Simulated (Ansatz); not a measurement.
singlet CCl(+): levels of theory in one basis

```yaml
atoms:
  - { symbol: C, position_ang: [0.0000, 0.0000, -0.8313] }
  - { symbol: Cl, position_ang: [0.0000, 0.0000, 0.8313] }
```

Basis set: def2-SVP (spherical functions). Frozen core: 6 orbitals. Charge 1, multiplicity 1.

Computed with Ansatz (development build ahead of 0.2.0); each method stands on the lowest determinant of its kind that the runs found.

| method | E − E(RHF) (eV) | <S²> of the determinant |
| --- | --- | --- |
| RHF | 0.00 | 0.00 |
| UHF | -0.01 | 0.13 |
| UHF-MP2 | -6.30 | 0.13 |
| RHF-CCSD(T) | -7.60 | – |
| UHF-CCSD(T) | -7.59 | 0.13 |

(1) What does RHF-MP2 give on the same scale?

(2) Is a single determinant a sound starting point here?

## Answers

(1) -6.45 eV.

(2) Only with care. Unrestricted orbitals gain 0.01 eV and <S²> is 0.13 against 0.00 for a pure state, so spin symmetry breaks but gains little energy; restricted orbitals can still serve.

Caution for UHF, UHF-MP2, UHF-CCSD(T): the unrestricted determinant is spin contaminated.
